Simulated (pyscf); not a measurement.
7 gas-phase steps of one pattern: hydrogen abstraction on the doublet surface, H–H broken and Ge–H or H–Si formed. Structures and frequencies: ωB97X-D3(BJ)/def2-SVP in PySCF. Electronic energies in kcal/mol, from the separated reactants; ΔE‡ at ωB97M-D3(BJ)/def2-TZVP, beside the barrier at PBE/def2-TZVP on the same structures. Rows were drawn at random from the steps of this pattern with a verified saddle, stable references and no exit in the data more than 5 kcal/mol lower.

```csv
row,step,ΔE‡(PBE),ΔE‡
1,H₂N–Si•(NH₂)–F + H₂ → H₂N–SiH(NH₂)–F + H•,10.4,11.6
2,H₂N–Si•(Cl)–Cl + H₂ -> H₂N–SiH(Cl)–Cl + H•,15.6,15.9
3,H₂N–SiH•–NH–SiH₂–NH₂ + H₂ → H₂N–SiH₂–NH–SiH₂–NH₂ + H•,15.9,?
4,H₃C–N(CH₃)–SiH₂• + H₂ → H₃C–N(CH₃)–SiH₃ + H•,16.8,17.9
5,[O=SiH]• + H₂ -> O=SiH₂ + H•,22.8,24.7
6,Cl–GeH₂• + H₂ → Cl–GeH₃ + H•,20.8,24.1
7,[HSi=S]• + H₂ -> H₂Si=S + H•,23.7,25.3
```

**Question.** Fit ΔE‡ = a + b·ΔE‡(PBE) to the other rows and predict row 3.

**Answer.** Over the 6 complete rows the means are +18.3 (ΔE‡(PBE)) and 19.9 (ΔE‡); least squares gives b = 1.10 and a = -0.3 kcal/mol, with residuals of 0.8 kcal/mol (root mean square; largest 1.5, row 6). For row 3: -0.3 + 1.10 × (+15.9) = 17.2 kcal/mol. The computed barrier is 15.7 kcal/mol, 1.5 under the line. The line follows the complete rows closely. Each barrier is that of the saddle found. Elements up to Kr have no core potential and no relativistic terms here.
